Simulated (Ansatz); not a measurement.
# Worked example: vertical ionisation energy of BClO (SMILES O=BCl)

BClO has 3 atoms, charge 0, and is taken as a singlet. SMILES: `O=BCl`. Geometry: relaxed at GFN2-xTB.

```xyz
3

O     1.0196    0.6062    0.6270
B     0.1131    0.0666    0.0695
Cl   -1.1326   -0.6728   -0.6965
```

Both states at this one shape; open shells run unrestricted unless said. 1 Eh = 27.2114 eV.

| level | program | singlet BClO (Eh) | doublet BClO+ (Eh) |
| --- | --- | --- | --- |
| r2SCAN/STO-3G | Ansatz | -553.937193 | -553.526113 |
| B3LYP/STO-3G | Ansatz | -553.971006 | -553.558839 |
| MP2/STO-3G, 7 core orbitals frozen | Ansatz | -552.990613 | -552.586922 |

Q: Work out the vertical ionisation energy at each level.

A: 
1. r2SCAN/STO-3G: -553.526113 − (-553.937193) = 0.411080 Eh = 11.19 eV.
2. B3LYP/STO-3G: -553.558839 − (-553.971006) = 0.412167 Eh = 11.22 eV.
3. MP2/STO-3G: -552.586922 − (-552.990613) = 0.403691 Eh = 10.98 eV.

No measured value is set beside it here; the levels span 10.98 to 11.22 eV. Minimal sets are far from the basis-set limit.
